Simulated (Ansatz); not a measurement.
C2H5NOS can be A, `NCC(O)=S`, or B, `N=CSCO`.

Program: Ansatz. Geometries: PBE0-D4/def2-TZVP. ΔE: electronic, gas phase. CCSD(T)/CBS is the MP2 limit (def2-TZVPP, def2-QZVPP) plus CCSD(T) − MP2 in def2-TZVPP, frozen cores. Functionals use def2-TZVPP. B3LYP here is the variant with VWN-RPA as its local correlation; programs differ in this. Each species was taken in one conformer, which may not be the lowest.

Task: Which is lower in electronic energy at CCSD(T)/CBS, and by how much? (An estimate is asked.)

Result: Computed: A, by 49.9 kJ/mol.

Task: Give E(B) − E(A) in kJ/mol with CCSD/def2-TZVPP, ωB97M-V, B3LYP, PBE-D4, MP2/def2-TZVPP, B3LYP-D4, CCSD(T)/def2-TZVPP. (An estimate is asked.)

Result: The calculation gave: CCSD/def2-TZVPP 50.2, ωB97M-V 53.6, B3LYP 49.4, PBE-D4 47.4, MP2/def2-TZVPP 54.4, B3LYP-D4 47.7, CCSD(T)/def2-TZVPP 49.8. None reverses the order clearly.

Largest T1 diagnostic: 0.016.

From PBE to PBE0 (25 % exact exchange), in def2-TZVPP and without D4, E(B) − E(A) moves by +5.8 kJ/mol.
